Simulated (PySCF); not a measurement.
All numbers come from PySCF, PBE, basis C def2-SVP, Cl def2-SVP (no relativity, density fitting). Open shells, if any, are unrestricted.

**Question.** What shape and geometry does isolated singlet CCl4 take (every ligand bound to C)?

**Answer.** Counting electrons, carbon keeps none of its valence electrons outside its bonds, so the VSEPR class is AX4 and the expected shape is tetrahedral (Td), as computed. The lowest minimum found is a singlet of Td symmetry with C–Cl 1.789 Å (×4); Cl–C–Cl 109.5° (×6). Its harmonic wavenumbers are 208 (e), 307 (t2), 450 (a1), 730 (t2) cm⁻¹ and its dipole moment is 0.00 D.
